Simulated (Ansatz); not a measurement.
Geometry optimisation, Ansatz, UKS BLYP/def2-mTZVP.

The input (input.yaml):

```yaml
crystal:
  periodic: [false, false, false]
  atoms:
    - { symbol: C, position_ang: [-0.62433, 0.36544, -0.13004] }
    - { symbol: B, position_ang: [0.78097, -0.36913, 0.03759] }
    - { symbol: S, position_ang: [1.15844, -1.40284, 1.34503] }
    - { symbol: H, position_ang: [-1.42415, -0.36827, -0.21472] }
    - { symbol: H, position_ang: [-0.65776, 1.00548, -1.00619] }
    - { symbol: H, position_ang: [-0.84446, 0.97303, 0.74576] }
    - { symbol: H, position_ang: [1.61129, -0.20372, -0.77744] }
magnetization:
  spin_polarized: true
  initial_magnetization: 1
basis:
  gaussian: { orbitals: def2-mTZVP }
hamiltonian:
  xc: blyp
relax:
  f_tol: 0.02
  max_steps: 50
output:
  orbitals: {}
```

Run as:

```bash
$ ansatz run input.yaml --threads 2 --pin off --max-ram 3072MiB --backend cpu --events-out ev --progress --plain --runs-dir out
```

Question: Where does it end, and by what steps?

Answer: The forces met the threshold. After 12 steps the energy has fallen by 0.086 eV; H7 moved furthest, 0.64 Å.

| step | energy less start (eV) | largest force component (eV/Å) | accepted |
| --- | --- | --- | --- |
| 0 | 0.0000 | 0.770 | yes |
| 1 | -0.0351 | 0.445 | yes |
| 2 | -0.0464 | 0.167 | yes |
| 3 | -0.0499 | 0.128 | yes |
| 4 | -0.0677 | 0.164 | yes |
| 5 | -0.0554 | 0.485 | no |
| 6 | -0.0753 | 0.151 | yes |
| 7 | -0.0831 | 0.032 | yes |
| 8 | -0.0824 | 0.219 | no |
| 9 | -0.0848 | 0.034 | yes |
| 10 | -0.0847 | 0.121 | no |
| 11 | -0.0853 | 0.060 | yes |
| 12 | -0.0858 | 0.017 | yes |

```xyz
7
Properties=species:S:1:pos:R:3
C -0.632 0.378 -0.095
B 0.727 -0.429 0.041
S 1.496 -0.944 1.526
H -1.343 -0.208 -0.700
H -0.452 1.308 -0.660
H -1.114 0.636 0.855
H 1.318 -0.741 -0.967
```

Whether the end is a true minimum wasn't checked by a vibrational analysis.

Time of the run: 17 s on 2 threads of Arm Neoverse V2, on a shared host, peak memory 0.16 GiB.
